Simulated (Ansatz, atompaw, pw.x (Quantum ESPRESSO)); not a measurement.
## pw.x on bcc Li: one setting changed

Potential: PAW, atompaw 4.2.0.5, LDA (PW92); core [He], reference 2s1 2p0; waves: 2s (bound): rc 3.00 bohr; 2s channel at 0.15 Ry: rc 3.00 bohr; 2p (bound, empty): rc 3.00 bohr; 2p channel at 0.35 Ry: rc 3.00 bohr; 3d channel at 0.45 Ry: rc 3.00 bohr; local part: bessel scheme, radius 3.00 bohr; core correction: smooth core density matched at 1.55 bohr; augmentation: besselshape compensation charge, radius 3.00 bohr; PAW radius 3.00 bohr; waves and projectors: custom rrkj vanderbiltortho.

The reference run (k-mesh 14³, cutoffs 40/400 Ry, Fermi–Dirac 0.01 Ry, mixing_beta 0.4, conv_thr 1e-9, no spin) gives 0.06 GPa at 19.087 Å³/atom, where all-electron LAPW gives -0.02 GPa. This run, with its own iteration cap, changes input_dft to pbee, a wrong or extreme entry chosen on purpose.

```
&control
  calculation='scf', prefix='x', pseudo_dir='./', outdir='./tmp', tstress=.true., disk_io='none'
/
&system
  ibrav=0, nat=1, ntyp=1, ecutwfc=40, ecutrho=400, nbnd=7,
  occupations='smearing', smearing='fd', degauss=0.01, input_dft='pbee'
/
&electrons
  conv_thr=1e-09, mixing_beta=0.4, electron_maxstep=70
/
ATOMIC_SPECIES
Li 1.0 Li.UPF
CELL_PARAMETERS angstrom
  -1.68354952 1.68354952 1.68354952
  1.68354952 -1.68354952 1.68354952
  1.68354952 1.68354952 -1.68354952
ATOMIC_POSITIONS crystal
Li 0.0000 0.0000 0.0000
K_POINTS automatic
14 14 14 0 0 0
```

```bash
pw.x < Li.scf.in > Li.scf.out
```

Question: How does the run end?

Answer: It converges in 5 iterations; the free energy moves by +44.34 eV/atom and the pressure by +20.22 GPa. The name is a misspelling that pw.x reads only in part, so most of exchange and correlation is missing and the result is not meaningful.

```
Exchange-correlation= PBEE
     Message from routine setup:
     using ibrav=0 with symmetry is DISCOURAGED, use correct ibrav instead
     lattice parameter (alat)  =       5.5104  a.u.
     unit-cell volume          =     128.8055 (a.u.)^3
     number of electrons       =         1.00
     number of Kohn-Sham states=            7
     kinetic-energy cutoff     =      40.0000  Ry
     charge density cutoff     =     400.0000  Ry
     scf convergence threshold =      1.0E-09
     Exchange-correlation= PBEE
     number of k points=   104  Fermi-Dirac smearing, width (Ry)=  0.0100
     iteration #  1     ecut=    40.00 Ry     beta= 0.40
     total energy              =      -0.32372913 Ry
     estimated scf accuracy    <       0.00103178 Ry
     iteration #  2     ecut=    40.00 Ry     beta= 0.40
     total energy              =      -0.32306477 Ry
     estimated scf accuracy    <       0.00035697 Ry
     iteration #  3     ecut=    40.00 Ry     beta= 0.40
     total energy              =      -0.32307096 Ry
     estimated scf accuracy    <       0.00000005 Ry
     iteration #  4     ecut=    40.00 Ry     beta= 0.40
     total energy              =      -0.32307095 Ry
     estimated scf accuracy    <          5.3E-09 Ry
     iteration #  5     ecut=    40.00 Ry     beta= 0.40
     the Fermi energy is     7.7878 ev
!    total energy              =      -0.32307095 Ry
     estimated scf accuracy    <          3.2E-10 Ry
     smearing contrib. (-TS)   =      -0.00245427 Ry
     convergence has been achieved in   5 iterations
          total   stress  (Ry/bohr**3)                   (kbar)     P=      202.81
     Message from routine punch:
     Nothing written, as per user request (disk_io='none')
```

The run took about 4.2 s on one core of a shared host (Intel(R) Xeon(R) 6975P-C, 192 threads, 378 GiB, load 72).
